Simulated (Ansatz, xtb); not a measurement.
System: sum formula H2OCl, charge 1, multiplicity 1. It need not be the lowest isomer of its formula. SMILES: Cl[OH2+]
Structure (B3LYP-D3(BJ)/def2-TZVP (Ansatz, a first-principles code) minimum search):
```xyz
4

O     -0.0211     1.0722    -0.0746
H     -0.9457     1.3908     0.0477
Cl     0.0314    -0.6722    -0.0032
H      0.5812     1.4595     0.6026
```
Charge +1, spin multiplicity 1.

Harmonic wavenumbers from GFN2-xTB (xtb, at its own minimum), cm⁻¹: 680, 852, 889, 1270, 3121, 3125.

### Question
Give the harmonic wavenumbers at B3LYP-D3(BJ)/def2-TZVP (Ansatz, finite differences of forces, unscaled).

### Answer
661, 826, 1033, 1595, 3510, 3592 cm⁻¹. Zero-point energy 16.0 kcal/mol.

### Question
From these and the geometry, give the ideal-gas thermochemistry at 298.15 K and 1 atm (rigid rotor, harmonic oscillator).

### Answer
Point group Cs, rotational symmetry number 1. Rotational constants 303.9, 13.08, 12.75 GHz. S(trans) 37.85, S(rot) 19.39, S(vib) 0.63, S(elec, spin only) 0.00, S 57.9 cal/(mol K). H(298) - H(0) 2.52 kcal/mol; G - E(el) 1.3 kcal/mol.
